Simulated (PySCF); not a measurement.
Computed shifts of a molecule C₂H₄O₂, PBE/pcSseg-1 run with PySCF, GIAO, gas phase, equivalent atoms averaged, in ppm (number of nuclei): ¹³C: 171.2 (1), 21.2 (1). ¹H: 5.67 (1), 2.25 (3). References: ¹³C against TMS (σ = 182.0 ppm); ¹⁷O against H2O (σ = 334.3 ppm); ¹H against TMS (σ = 31.49 ppm), references at their B3LYP-D3(BJ)/def2-TZVP geometries, non-relativistic. Geometry: PBE0-D3(BJ)/def2-SVP. One conformer was computed; it need not be the lowest.

**Question.** Pick the molecule that these values belong to.
A. C1OCO1
B. COC=O
C. CC(=O)O

**Answer.** C, CC(=O)O
